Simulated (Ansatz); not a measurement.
# CHF2O radical: one species, many methods

An exercise on one series of results from a longer session: the logs are not shown, and one member is left open.

Method: functionals in def2-TZVPP, the program's frozen cores in correlated methods; program: Ansatz 0.2.0, Gaussian basis.

The runs, in order: LDA (SPW92), PBE-D4, revPBE-D4, BLYP-D4, r2SCAN-D4, B97M-V, PBE0-D4, B3LYP-D4, r2SCANh-D4, r2SCAN0-D4, HSE06-D4, BHLYP-D4, CAM-B3LYP-D4, LC-ωPBE, ωB97X-V, ωB97M-V, B2PLYP, PBE-QIDH; CCSD(T)/def2-SVP; CCSD(T)/def2-TZVPP; MP2/def2-QZVPP; extrapolation to the limit; RPA on PBE.

**Structure used throughout**

All runs share one geometry, relaxed beforehand with PBE0-D4 in a triple-zeta def2 set.

SMILES `[O]C(F)F`, 5 atoms, charge 0, spin multiplicity 2.

Atoms are counted from 1 here; the program's logs count them from 0.

Bond lengths: O1–C2 1.320 Å, C2–F3 1.347 Å, C2–F4 1.347 Å, C2–H5 1.113 Å. Angles: O1–C2–F3 113.9°, O1–C2–F4 113.9°, O1–C2–H5 103.3°, F3–C2–F4 106.7°, F3–C2–H5 109.5°, F4–C2–H5 109.5°.

Coordinates:

```xyz
5
charge 0, multiplicity 2
O    -0.5416   -0.3877    1.1379
C     0.0110    0.0012    0.0041
F     1.1027   -0.7080   -0.3428
F    -0.8254   -0.0342   -1.0515
H     0.3033    1.0550    0.2108
```

Set-up of the first run:

Contents of in.yaml:

```yaml
crystal:
  periodic: [false, false, false]
  atoms:
    - {symbol: O, position_ang: [-0.541608, -0.387655, 1.137940]}
    - {symbol: C, position_ang: [0.011000, 0.001195, 0.004133]}
    - {symbol: F, position_ang: [1.102708, -0.708031, -0.342829]}
    - {symbol: F, position_ang: [-0.825421, -0.034234, -1.051496]}
    - {symbol: H, position_ang: [0.303321, 1.055024, 0.210752]}
basis:
  gaussian: {orbitals: def2-TZVPP}
magnetization: {spin_polarized: true, initial_magnetization: 1}
hamiltonian: {xc: lda}
output: {orbitals: {seedname: orbitals}}
```

Among the steps run: LDA; PBE-D4 (GGA); revPBE-D4 (GGA); BLYP-D4 (GGA); r2SCAN-D4 (meta-GGA); B97M-V (meta-GGA); PBE0-D4 (hybrid); B3LYP-D4 (hybrid); r2SCANh-D4 (hybrid); r2SCAN0-D4 (hybrid); HSE06-D4 (hybrid); BHLYP-D4 (hybrid); CAM-B3LYP-D4 (range-separated); LC-ωPBE-D4 (range-separated; the results give it without D4); ωB97X-V (range-separated); ωB97M-V (range-separated); B2PLYP (double hybrid); PBE-QIDH (double hybrid).

One table of the session follows, with a row left open; its other results are not shown here.

It belongs to the step «Orbital energies across the functionals». 

```
  functional  HOMO (eV)  LUMO (eV)  gap (eV)
 LDA (SPW92)          ?          ?         ?
      PBE-D4      -8.12      -7.03      1.08
   revPBE-D4      -8.05      -6.88      1.17
     BLYP-D4      -8.07      -7.02      1.05
   r2SCAN-D4      -8.65      -6.39      2.26
      B97M-V      -8.83      -6.38      2.44
     PBE0-D4     -10.17      -5.34      4.83
    B3LYP-D4      -9.88      -5.91      3.97
  r2SCANh-D4      -9.40      -5.77      3.63
  r2SCAN0-D4     -10.53      -4.83      5.70
    HSE06-D4      -9.75      -5.75      4.00
    BHLYP-D4     -12.16      -3.64      8.52
CAM-B3LYP-D4     -11.77      -4.26      7.51
     LC-ωPBE     -13.15      -2.80     10.35
     ωB97X-V     -12.75      -3.06      9.69
     ωB97M-V     -12.67      -3.08      9.59
```

Estimate the missing values for LDA (SPW92).

**Answer.** HOMO (eV): -8.20; LUMO (eV): -7.59; gap (eV): 0.60. In the column «HOMO (eV)» it lies between r2SCAN-D4 (-8.65) and PBE-D4 (-8.12).
